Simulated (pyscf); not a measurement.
Optimised with ωB97X-D3(BJ)/def2-SVP in PySCF.

Q: Estimate by transition-state theory (the high-pressure limit) the rate constant of H₃Si–S–MoH(=S)(Cl)–Cl (SMILES [SiH3][S][MoH](=[S])([Cl])[Cl]) → S=Mo(=S)(Cl)–Cl (SMILES [S]=[Mo](=[S])([Cl])[Cl]) + SiH₄ (SMILES [SiH4]) (singlet surface; S–Si, H–Mo broken, H–Si formed) at 900 K, with ωB97M-D3(BJ)/def2-TZVP energies (ideal gas, 1 atm, RRHO with modes under 100 cm⁻¹ raised to 100, one conformer, R ln 2 for chiral ones without a mode under 150 cm⁻¹; no tunnelling).

A: The electronic barrier is 21.1 kcal/mol and the thermal terms add +1.7, so ΔG‡ = 22.8 kcal/mol. With k_BT/h = 1.88e+13 s⁻¹ and RT = 1.788 kcal/mol, k = 5.5e+07 s⁻¹, a half-life of 1.3e-08 s through this channel alone. Wigner's tunnelling factor for 218i cm⁻¹ would be 1.01. A shift of 1 kcal/mol in the barrier changes k by a factor 1.7. On the reactant side the descent ends in a point that may be a rotor saddle (no frequency run), 1.0 kcal/mol over the lowest minimum found and 18.3 kcal/mol under the saddle at ωB97X-D3(BJ)/def2-TZVP. At the saddle there is also a short Mo–Si contact that neither side keeps. This is the saddle that the search found; another between the same sides may lie lower. Elements past Kr carry the def2 core potentials, without spin-orbit coupling.
